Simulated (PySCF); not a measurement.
## Dipole moment and polarisability of fulvene

Fulvene, C6H6.
Structure used (PBE0-D3(BJ)/def2-TZVP), in Å, numbered top down from 1:
```xyz
12
C6H6 angstrom
C      1.8059    0.3385   -0.8168
C      0.6065    0.1127   -0.2735
C      0.2531   -0.9636    0.6558
C     -1.0518   -0.8334    0.9596
C     -1.5959    0.3257    0.2437
C     -0.6167    0.8901   -0.4877
H      1.9645    1.1664   -1.4984
H      2.6564   -0.2964   -0.5948
H      0.9436   -1.7121    1.0166
H     -1.6246   -1.4701    1.6203
H     -2.6232    0.6585    0.3067
H     -0.6872    1.7580   -1.1274
```

Level: CAM-B3LYP/aug-cc-pVTZ (PySCF), static field, nuclei fixed, core orbitals frozen in the response. The polarisability tensor in these axes (au):

```
x    96.53   2.04 -17.23
y     2.04  62.30 -13.21
z   -17.23 -13.21  61.18
```

Diagonalise the tensor; give its mean and Δα, where Δα² is half the sum of the squared differences of the eigenvalues.

Principal values 45.80, 69.49 and 104.72 au; mean 73.34 au = 10.87 Å³ = 12.09 × 10⁻⁴⁰ C²·m²/J; Δα = 51.36 au (70 % of the mean).

What is the dipole moment, and where does it point?

(0.51, 0.10, -0.23) D, 0.57 D in size, pointing from the negative to the positive side. Measured along this direction, the outermost atoms are H11 and H10 at the negative end and H8 and H7 at the positive end.

Find the Langevin capture rate constant for NH4+ (18.034 u) meeting this molecule (78.047 u), k = 2.342 × 10⁻⁹ cm³/s × √(α in Å³ / reduced mass in u).

The reduced mass is 14.65 u, so k = 2.02 × 10⁻⁹ cm³/s. The formula leaves out the permanent dipole, which adds to the capture rate.

How large is μ²/3kT at 400 K beside α?

In Gaussian units μ²/3kT = 1.98 Å³ against 10.87 Å³, a ratio of 0.18; the Debye molar polarisation (4π/3)N_A(α + μ²/3kT) is 32.4 cm³/mol, leaving out the vibrational part.

Give the principal axes and the span of the nuclei along them.

Largest value along (0.90, 0.17, -0.41), where the nuclei span 4.94 Å; middle along (-0.37, 0.79, -0.49), 4.39 Å; least along (0.24, 0.59, 0.77), 0.00 Å. The response follows the extents in order.

Isolated species at its PBE0-D3(BJ)/def2-TZVP geometry, gas phase.

These values come from a run that also computed excited states. Time: 2.4 min wall, 4.6 min CPU; peak memory 2.1 GiB. Hardware: Intel Xeon at 2.50 GHz, 2 threads, no GPU, on a shared host.
